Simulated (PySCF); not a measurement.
The isolated species SiH2Me(SiH3), `[H][Si]([H])(C)[SiH3]` is ionised with Mg Kα (hν = 1253.6 eV). Calculated photoelectron kinetic energies of its computed core levels, recoil neglected:

| line | kinetic energy (eV) |
| --- | --- |
| 1 | 1147.26 |
| 2 | 1147.18 |
| 3 | 1146.64 |
| 4 | 1146.56 |
| 5 | 963.27 |

Level of theory: delta-SCF UKS SCAN, pcX-2 on the ionised atom, pcseg-1 elsewhere, spin-free X2C in PySCF.

Task: Convert to binding energies and name the level and atom behind each line. Bonds: Si1–C4, Si1–Si8. Hydrogens: H2, H3 on Si1; H5, H6, H7 on C4; H9, H10, H11 on Si8.

Result: Against the vacuum level, binding energy = hν − kinetic energy.

| line | binding energy (eV) | level | atoms | environment |
| --- | --- | --- | --- | --- |
| 1 | 106.34 | Si 2p3/2 | Si1 | silicon bonded to C, Si and 2 H |
| 2 | 106.42 | Si 2p3/2 | Si8 | silicon bonded to Si and 3 H |
| 3 | 106.96 | Si 2p1/2 | Si1 | silicon bonded to C, Si and 2 H |
| 4 | 107.04 | Si 2p1/2 | Si8 | silicon bonded to Si and 3 H |
| 5 | 290.33 | C 1s | C4 | carbon bonded to Si and 3 H |

Out of reach at this photon energy: Si 1s (1846.1 and 1846.1 eV).

Task: Where does line 1 move with hν = 1000.0 eV?

Result: To 1000.0 − 106.34 = 893.66 eV; every photoline shifts by the change in photon energy, -253.6 eV.

The 2 Si 2p3/2 values lie within 0.08 eV of each other.

Task: What is the longest wavelength that can ionise Si 2p3/2 of Si1 vertically?

Result: λ = hc/E = 12398.42 eV Å / 106.34 eV = 116.592 Å.

Other core shells, valence and Auger electrons aren't listed. Spin–orbit coupling isn't in the SCF: each 2p doublet comes from a relaxed spin-free hole plus a matrix of the shell (mean-field spin–orbit coupling and the ground-state 2p splitting), with 2p3/2 averaged over its two sublevels. 2p1/2 minus 2p3/2 (ligand field included): Si 0.62 eV. Isolated species at its PBE0-D3(BJ)/def2-SVP geometry, gas phase.
